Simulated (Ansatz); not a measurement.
Energy needed to pull apart CH₂BCl (SMILES B=CCl), singlet, into free ground-state atoms, from the structure below (displaced at random from a GFN2-xTB minimum); no zero-point or spin–orbit terms; open-shell atoms are treated unrestricted, in their ground-state multiplicity.

```xyz
5
angstrom
B -0.8147 0.2903 -0.4964
C 0.2647 -0.0963 0.3404
Cl 1.6828 -1.0007 -0.0049
H -1.7071 0.5604 -1.2214
H 0.3873 0.2757 1.3153
```

Ansatz 0.2.0; basis: def2-TZVPP; cores frozen in the correlated methods.

| method | atomization energy (eV) |
| --- | --- |
| PBE-D4 | ? |
| r2SCAN-D4 | 17.47 |
| PBE0-D4 | 17.51 |
| BHLYP-D4 | 16.72 |
| wB97X-V | 17.25 |
| wB97M-V | 17.40 |
| HF | 12.53 |
| MP2 | 17.16 |
| CCSD | ? |
| CCSD(T) | 16.66 |

(1) What does PBE-D4 give? (An estimate is asked for; the value comes from the calculation.)

(2) What does CCSD give? (Judge from chemistry; the value comes from the calculation.)

The T1 diagnostic stays at or below 0.013.

## Answers

(1) Computed: 17.92 eV, which is about 1.26 eV more than CCSD(T)/def2-TZVPP.

(2) Computed: 16.32 eV, which is about 0.34 eV less than CCSD(T)/def2-TZVPP.

In triple zeta the MP2 and coupled-cluster atomization energies are still short of their basis limit by a few kcal/mol a bond, whereas those of the functionals are nearly converged, so these differences are not deviations from converged CCSD(T).

For scale, one of the runs: CCSD(T)/def2-TZVPP forces, 132 basis functions (an equivalent command: `ansatz run in.yaml --threads 4`). The run took 32 s on 4 CPU threads (shared host), with 1.1 GiB of host memory at its peak.
